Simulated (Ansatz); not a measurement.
Results of G0W0@HSE06 (hard PAW, contour deformation; Ansatz, a program for electronic structure) for zinc-blende AlP.

The same calculation (at the measured cell, 20.380 Å³/atom) with different numerical settings; throughout: response cutoff 100 eV, empty bands 170:

```
run    k mesh  quasiparticle gap on the mesh (eV)  quasiparticle gap at Γ (eV)   rough time
---  --------  ----------------------------------  ---------------------------  -----------
1       4×4×4                               2.537                        4.583   2 core-min
2       6×6×6                               2.574                        4.589  20 core-min
3       8×8×8                               2.579                        4.588  40 core-min
4    10×10×10                               2.580                        4.587     2 core-h
```

In the column quasiparticle gap on the mesh (eV) the first row differs from the last by -0.043 and the next to last by -0.001.

The last row is no converged limit: other settings stay fixed.

Note: GW on a hybrid start was not checked against another program.
